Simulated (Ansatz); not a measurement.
Equilibrium lattice constant a of some cubic elemental metals

Method: PBE in Ansatz (PAW). References are measured values corrected to a static lattice. The table is a random draw of 14 from 25 solids with such references.

Values in Å.

```csv
solid,reference,PBE,error (%)
bcc Na,4.214,4.197,-0.40
fcc Ag,4.062,4.147,+2.09
bcc V,3.021,2.997,-0.79
fcc Ca,5.553¶,5.526,-0.49
fcc Pt,3.913,3.970,+1.46
fcc Sr,6.045¶,6.030,-0.25
bcc Mo,3.141,3.161,+0.64
bcc Cs,6.039¶,6.162,+2.04
fcc Ni,3.508,3.519,+0.31
bcc Ta,3.299,3.319,+0.61
fcc Al,4.018,4.040,+0.55
antiferromagnetic bcc Cr,2.877,2.866,-0.38
fcc Cu,3.595¶,3.629,+0.95
fcc Pb,4.902¶,5.040,+2.82
```

Over these 14 solids the mean error is +0.65 %, the mean absolute error 0.98 % (median 0.62 %), and the worst case fcc Pb at +2.82 %; the value is too high in 9 of 14 cases. Over all 25, from unrounded values, the mean error is +0.75 % and the mean absolute error 1.03 % (median 0.77 %).

All these references are brought to a static lattice.

Spin–orbit coupling is left out, also for the solids with elements from indium on (fcc Pt, bcc Cs, bcc Ta, fcc Pb); its size isn't shown.

¶ marks references of a special kind: fcc Ca, 5.553 Å (measured, low-temperature or extrapolated to 0 K; zero-point anharmonic expansion removed; as tabulated in Csonka et al. (2009), arXiv:0903.4037); fcc Sr, 6.045 Å (measured, low-temperature or extrapolated to 0 K; zero-point anharmonic expansion removed; as tabulated in Csonka et al. (2009), arXiv:0903.4037); bcc Cs, 6.039 Å (measured, low-temperature or extrapolated to 0 K; zero-point anharmonic expansion removed; as tabulated in Csonka et al. (2009), arXiv:0903.4037); fcc Cu, 3.595 Å (measured, low-temperature or extrapolated to 0 K; zero-point anharmonic expansion removed; as tabulated in Csonka et al. (2009), arXiv:0903.4037); fcc Pb, 4.902 Å (measured, low-temperature or extrapolated to 0 K; zero-point anharmonic expansion removed, our sources range from 4.902 to 4.912; as tabulated in Csonka et al. (2009), arXiv:0903.4037).

Differences are worked out from the printed values.

Caveats: the commensurate order stands in for chromium's spin-density wave, and the size of the moments varies much between levels (antiferromagnetic bcc Cr). Ansatz's density-functional and Hartree–Fock values are scalar-relativistic unless marked +SOC, with PAW data made under PBE.

Ansatz's runs of these crystals have no spin polarisation, but for fcc Ni, antiferromagnetic bcc Cr.

Density-functional runs with spin start from parallel moments for fcc Ni, opposed moments for antiferromagnetic bcc Cr.

Not in this set, of the elemental metals with a reference value in our tables and a result at some level: 19 for a reference at room or unstated temperature. These can be a level's best or worst cases. Solids without a released value at any level aren't counted. Layered and molecular crystals are counted apart. The metals Ce to Yb are counted apart.

References as tabulated in Mejia-Rodriguez and Trickey (2018), arXiv:1807.09216; Csonka et al. (2009), arXiv:0903.4037; Levämäki et al. (2014), arXiv:1402.3671.

Ansatz is a program for electronic structure.
